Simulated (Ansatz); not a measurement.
AlH3F, that is [AlFH3]- with one electron fewer: single points at one geometry.

```yaml
crystal:
  periodic: [false, false, false]
  atoms:
    - {symbol: Al, position_ang: [-0.000189, 0.000358, -0.030503]}
    - {symbol: F, position_ang: [0.011424, -0.019552, 1.690311]}
    - {symbol: H, position_ang: [1.553281, 0.011500, -0.563755]}
    - {symbol: H, position_ang: [-0.786580, 1.352186, -0.532399]}
    - {symbol: H, position_ang: [-0.777937, -1.344492, -0.563644]}
basis:
  gaussian: {orbitals: def2-TZVPD}
magnetization: {spin_polarized: true, initial_magnetization: 1}
hamiltonian: {xc: pbe0, dispersion: d4}
output: {orbitals: {seedname: orbitals}}
```

The file start.molden holds the orbitals of an earlier run on this structure, at another level or in another basis.

```sh
$ ansatz run in.yaml --threads 4 --pin off --events-out ev --progress --plain --max-ram 3916MiB
```

It prints (some lines left out):

```
Functional definition: PBE0
644 factors; their error is unknown
mean field evaluation 1: about -9354.1756 eV, gradient 2.7e1 eV
mean field evaluation 2: about -9336.4888 eV, gradient 7.3e1 eV
mean field evaluation 4: about -9356.5756 eV, gradient 1.8e0 eV
mean field evaluation 8: about -9356.6280 eV, gradient 8.9e-2 eV
mean field evaluation 16: about -9356.6280 eV, gradient 7.6e-4 eV
mean field evaluation 32: about -9356.6281 eV, gradient 1.2e-2 eV
mean field -9356.62810553 eV, -343.8497407279 hartree, gradient 2.1e-6 eV, S^2 0.762085; 6 other end points of the search recorded, 0 dependent functions left out
reference -9356.62814145 eV, -343.8497420478 hartree; 13, 12 occupied and 97, 98 virtual orbitals, 644 factors
Total energy: -9356.66457519 eV, -343.8510809632 hartree
```

Run time 4.3 s (4 threads of Arm Neoverse V2 on a shared host).

The first input with `gaussian: {orbitals: "def2-TZVPPD.json", initial_orbitals: start.molden}`, `correlation: {method: ccsd_t}`, `scf: {omitted_lower_state_checks: [starts, cluster_reference]}` and without the key `hamiltonian` (abridged; 13 s):

```
Functional definition: HF
mean field -9335.93472828 eV, -343.0892731406 hartree, gradient 2.5e-6 eV, S^2 0.773687
6 core orbitals not correlated: weight in the atoms' cores, before any rotation towards them, 1.000 or more for the frozen orbitals, at most 0.000 for the correlated occupied ones
second order -9.53820522 eV of doubles, -0.00000000 eV of singles
cycle   1  -9.65128099 eV  change   -1.1e-1 eV  update   9.0e-2
cycle   2  -9.93717610 eV  change   -2.9e-1 eV  update   3.8e-2
cycle   3  -10.06277730 eV  change   -1.3e-1 eV  update   2.8e-2
cycle   4  -10.06828108 eV  change   -5.5e-3 eV  update   1.5e-2
cycle   5  -10.07283424 eV  change   -4.6e-3 eV  update   1.0e-2
cycle   6  -10.08502602 eV  change   -1.2e-2 eV  update   4.6e-3
cycle   7  -10.08679456 eV  change   -1.8e-3 eV  update   2.3e-3
cycle   8  -10.08648536 eV  change    3.1e-4 eV  update   9.3e-4
cycle   9  -10.08693531 eV  change   -4.5e-4 eV  update   5.2e-4
cycle  10  -10.08686478 eV  change    7.1e-5 eV  update   2.8e-4
cycle  11  -10.08674748 eV  change    1.2e-4 eV  update   1.7e-4
cycle  12  -10.08690271 eV  change   -1.6e-4 eV  update   7.7e-5
cycle  13  -10.08686743 eV  change    3.5e-5 eV  update   3.4e-5
cycle  14  -10.08690108 eV  change   -3.4e-5 eV  update   1.7e-5
cycle  15  -10.08691091 eV  change   -9.8e-6 eV  update   9.8e-6
perturbative correction -0.30187195 eV, -0.0110935895 hartree
Total energy: -9346.32351115 eV, -343.4710538690 hartree
Checks for a lower state left out: starts, cluster_reference
```

As the first input, with `gaussian: {orbitals: def2-TZVPD, initial_orbitals: start.molden}`, `hamiltonian: {xc: r2scan, dispersion: d4}`, `scf: {omitted_lower_state_checks: [starts]}` (abridged; 1.8 s):

```
Functional definition: r2SCAN
mean field -9360.79761976 eV, -344.0029675496 hartree, gradient 2.6e-5 eV, S^2 0.763989
Total energy: -9360.80763522 eV, -344.0033356110 hartree
Checks for a lower state left out: starts
```

As the first input, with `gaussian: {orbitals: def2-TZVPD, initial_orbitals: start.molden}`, `hamiltonian: {xc: pbe, dispersion: d4}`, `scf: {omitted_lower_state_checks: [starts]}` (abridged; 0.85 s):

```
Functional definition: PBE
mean field -9356.22384082 eV, -343.8348842738 hartree, gradient 1.2e-5 eV, S^2 0.755322
Total energy: -9356.26794631 eV, -343.8365051208 hartree
Checks for a lower state left out: starts
```

Geometry: PBE0-D4/def2-TZVPD, that of the charge -1 singlet.

Correlated methods freeze 6 core orbitals. At r2SCAN-D4/def2-TZVPD, PBE-D4/def2-TZVPD the gap within one spin of the charge 0 doublet nearly closes, so an electron or hole may be smeared out by delocalisation error. At PBE-D4/def2-TZVPD an occupied level lies above an empty one.
